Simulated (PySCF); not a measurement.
Calculation: PBE-D3(BJ)/def2-TZVP // PBE-D3(BJ)/def2-SVP (PySCF 2.14.0). All species are isolated molecules in the gas phase. 

Reference species (SMILES): `C[O]` (neutral, multiplicity 2).

```
Quantity                          Value
-----------------------------  --------
highest occupied spin orbital  -5.97 eV
dipole moment                    2.10 D
```

Changed species: `[SH]` (free radical SH; the reference has free radical OCH3).

Give the shifts of the highest occupied spin orbital and dipole moment.

the highest occupied spin orbital falls by 0.15 eV, to -6.12 eV; the dipole moment decreases by 1.23 D, to 0.87 D.
